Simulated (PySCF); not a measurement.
**Isomerisation enthalpies of HCN**

**Measured values to compare with.**

Active Thermochemical Tables 1.112 lists, for the gas at 298.15 K: enthalpy of formation of `C#N` (hydrogen cyanide) 129.291 ± 0.095 kJ/mol; enthalpy of formation of `[C-]#[NH+]` (hydrogen isocyanide) 191.96 ± 0.57 kJ/mol.

The runs below try to reproduce these values; the comparison stands at the end.

Differences of these values give the isomerisation enthalpies. Geometries: GFN2-xTB; runs in PySCF, gas phase, with a dispersion term only where the level names one. Total electronic energies (Eh):

```
    SMILES  PBE0/pcSseg-1
       C#N      -93.30024
[C-]#[NH+]      -93.27836
```

Geometry of `C#N` (Å):
```
atom  x, y, z in Å
C1    -0.0226   -0.0016   -0.0039
N2     1.1148    0.0201   -0.0109
H3    -1.0807   -0.0211    0.0022
```

Geometry of `[C-]#[NH+]` (Å):
```
atom  x, y, z in Å
C1     1.061    0.389   -0.006
N2    -0.047    0.054   -0.004
H3    -1.002   -0.234   -0.002
```

Zero-point and thermal terms are left out, so the computed numbers are electronic energies.

**Comparison with experiment**

Relative to `C#N`, the lowest by measurement, in kJ/mol (measured: enthalpies at 298.15 K; computed: electronic energies):

```csv
SMILES,measured,PBE0/pcSseg-1
C#N,0.0,0.0
[C-]#[NH+],62.7,57.5
```

Measured values: 129.291 kJ/mol (298.15 K; Active Thermochemical Tables 1.112) for the first row; the others come from the same table. Unsigned miss: PBE0/pcSseg-1 5.2 kJ/mol. Where a level misses, the cause wasn't examined.
